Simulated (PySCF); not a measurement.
difluoromethane cation (CH2F2), SMILES FCF (connectivity only; charge and spin as stated), charge +1, multiplicity 2.

Geometry: B3LYP-D3(BJ)/def2-TZVP. The multiplicity is an assumed one; other spin states were not compared.

Two levels are set side by side: PBE/def2-TZVPD (PySCF) and ωB97X/def2-TZVPD (PySCF). Same geometry, gas phase. Differences are taken from unrounded values.

```json
[
 {"quantity": "α-spin orbital gap (eV)", "ωB97X": "17.56", "PBE": "10.32", "PBE minus ωB97X": "-7.24"},
 {"quantity": "β-spin orbital gap (eV)", "ωB97X": "10.58", "PBE": "3.08", "PBE minus ωB97X": "-7.50"},
 {"quantity": "mean polarisability (bohr³)", "ωB97X": "17.0", "PBE": "17.2", "PBE minus ωB97X": "0.2"}
]
```

Rough cost on one machine, each run with all the roots and properties that it gave: ωB97X against PBE about 1/2.
